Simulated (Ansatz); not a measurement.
Relaxation of CFO₂ (4 atoms, charge -1, multiplicity 1), to a largest force component of 0.02 eV/Å in at most 40 steps.

Level of theory: RKS PBE/def2-SVP (Ansatz).

```xyz
4
Properties=species:S:1:pos:R:3:forces:R:3
F -0.097 -0.051 -1.369 0.00 0.00 0.11
O -0.908 -0.571 0.683 -2.19 -1.38 1.43
C 0.013 0.007 0.185 -0.11 -0.06 -2.53
O 0.993 0.615 0.502 2.31 1.44 0.99
```

Problem. Where does it end, and by what steps?

Solution. It converged. Limits of this set-up: an anion without diffuse functions, the dipole of an ion depends on the origin. After 5 steps the energy has fallen by 0.120 eV; C3 moved furthest, 0.04 Å.

| step | energy less start (eV) | largest force component (eV/Å) | accepted |
| --- | --- | --- | --- |
| 0 | 0.0000 | 2.531 | yes |
| 1 | -0.0936 | 1.212 | yes |
| 2 | -0.1059 | 0.665 | yes |
| 3 | -0.1195 | 0.083 | yes |
| 4 | -0.1196 | 0.028 | yes |
| 5 | -0.1197 | 0.000 | yes |

```xyz
4
Properties=species:S:1:pos:R:3
F -0.096 -0.051 -1.348
O -0.927 -0.582 0.693
C 0.010 0.005 0.145
O 1.012 0.627 0.510
```

The run took 5.7 s on 1 thread of Arm Neoverse V2, on a shared host, peak memory 0.1 GiB.
